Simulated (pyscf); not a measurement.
`[OH][Si]([OH])([OH])[F]` + `[OH2]` → `[OH][Si]([OH])([OH])[F]` + `[OH2]` (four-centre exchange; singlet surface; H–O, H–O broken, H–O, H–O formed). Single points on ωB97X-D3(BJ)/def2-SVP structures (PySCF, gas phase). Energies in eV from the separated reactants.

```tsv
level	barrier	reaction energy
ωB97X-D3(BJ)/def2-TZVP	(withheld)	0.00
r²SCAN/def2-TZVP	1.42	0.00
B3LYP-D3(BJ)/def2-TZVP	1.53	0.00
M06-2X/def2-TZVP	1.58	0.00
ωB97M-D3(BJ)/def2-TZVP	1.55	0.00
HF/def2-TZVP	(withheld)	0.00
```

Complete the blanks.


- ωB97X-D3(BJ)/def2-TZVP, barrier: 1.60
- HF/def2-TZVP, barrier: 2.42

The functionals in the table span 0.18 eV in this barrier, from r²SCAN to ωB97X-D3(BJ). On the reactant side the descent ends in a bound adduct, 0.36 eV under the separated species and 1.95 eV under the saddle at ωB97X-D3(BJ)/def2-TZVP. On the product side the descent ends in a bound adduct (not fully relaxed), 0.40 eV under the separated species and 2.00 eV under the saddle at ωB97X-D3(BJ)/def2-TZVP. One saddle was located; it need not be the lowest between these sides.
